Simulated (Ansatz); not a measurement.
Worked example: ideal-gas entropy of CH3BO (Borane carbonyl)

A singlet with charge 0, relaxed at PBE0-D4/def2-TZVP (Ansatz 0.2.0):

```xyz
6

B    -0.2752    0.4197   -0.1999
C     0.4942   -0.7557    0.3592
O     1.0683   -1.6311    0.7763
H    -1.4371    0.1217   -0.0503
H     0.0695    0.4851   -1.3568
H     0.0803    1.3602    0.4715
```

Harmonic wavenumbers in cm⁻¹: 299, 299, 782, 811, 811, 1084, 1101, 1101, 2246, 2470, 2551, 2551.

Masses in u: B 10.81, C 12.011, O 15.999, H 1.008. Take T = 298.15 K, p = 1 bar, R = 8.3145 J/(mol K), kT/hc = 207.22 cm⁻¹, rigid rotor and harmonic oscillator.

Problem. Compute the standard molar entropy.

Solution. 
1. Translation (Sackur–Tetrode): S = R[3/2 ln M + 5/2 ln T − 1.1517] with M = 41.844 gives 155.4 J/(mol K).
2. Rotation: principal moments 4.142, 56.718, 56.718 u Å² give A, B, C = 4.0703, 0.2972, 0.2972 cm⁻¹; the symmetry number is σ = 3; q = (√π/σ)√((kT/hc)³/ABC) = 2939; S = R(ln q + 3/2) = 78.9.
3. Vibration: with u = ν̃/207.22, each mode gives R[u/(eᵘ − 1) − ln(1 − e⁻ᵘ)]; the sum is 15.3, most from 299 cm⁻¹ (6.0), 299 cm⁻¹ (6.0), 782 cm⁻¹ (0.9).
4. Electronic: R ln 1 = 0.0, from the spin multiplicity alone.
5. Sum: 155.4 + 78.9 + 15.3 + 0.0 = 249.6 J/(mol K).

No measured value is set beside it here. Where a soft mode is a torsion, a harmonic oscillator describes it poorly.
